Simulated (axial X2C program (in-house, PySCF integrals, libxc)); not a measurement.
POP: properties at the nuclei

Calculated with an axial X2C code built on PySCF integrals: two-component X2C with atomic mean-field Coulomb and Gaunt terms, Gaussian nuclei, basis P dyall-v3z, O dyall-av3z with contracted cores.

P–O–P held linear, with bonds 1.633 and 1.633 Å (near the PBE0 minimum at charge 0 of the determinant lowest at the starting distance; the state shown can have its own minimum elsewhere, held linear; other orders of the atoms were not compared).

Determinant lowest in the PBE0 search, Ω = 2 (⟨Sz⟩ = 2.00, ⟨Lz⟩ = 0.00 at PBE0), spin on the atoms P 0.99, O 0.02, P 0.99:

| level | A∥/gI P (MHz) | qzz P (a.u.) | A∥/gI O (MHz) | qzz O (a.u.) |
| --- | --- | --- | --- | --- |
| PBE0 | -81.9 | 1.08 | -3.95 | 1.54 |
| HF | -38.8 | 1.06 | 33.3 | 1.58 |
| r2SCAN | -48.4 | 1.10 | 13.6 | 1.55 |

Determinant 0.38 eV from it at PBE0 and this distance, Ω = 0 (closed shell), highest spinor 85% P p, 15% O d:

| level | qzz P (a.u.) | qzz O (a.u.) |
| --- | --- | --- |
| PBE0 | 1.40 | 0.61 |
| HF | 1.23 | 0.34 |
| r2SCAN | 1.46 | 0.67 |

A∥ (defined per Ω) follows by multiplying with gI = μI/(I μN); qzz is the electric field gradient, eQq0 = 234.96 MHz × Q/barn × qzz. The operators were transformed with the bare-nucleus X2C matrices; with these basis sets, hyperfine constants and field gradients can be off by tens of per cent, and where levels differ in sign neither size nor sign is settled.

Task: With Q(17O) = -0.02558 barn (Q from Pyykkö, Mol. Phys. 2018), turn the PBE0 values of the first state into constants in MHz.

Result: eQq0(17O) = 234.96 × (-0.02558) × (1.54) = -9.26 MHz.

The molecule was held linear; bending was not examined, so a bent shape may lie lower.

Each state is one determinant with collinear spin, which with several unpaired electrons need not be a pure state. Unrestricted Hartree–Fock can overshoot spin polarisation at the nuclei. This is the top spin component of a Σ state; components of lower Ω are not single determinants and can lie lower. With several open shells hyperfine constants can be off by a factor of several. Open-shell Ω = 0 determinants with evenly filled partner blocks cannot be reached by this program, so the Ω shown need not be the lowest component. At r2SCAN a later determinant lies lower. States lie within half an eV, so the first need not be the ground state. Where a field gradient or hyperfine factor spreads by more than a factor of two over the levels, a constant derived from it is not to be relied on. PBE0 term energies can be off by some tenths of an eV.
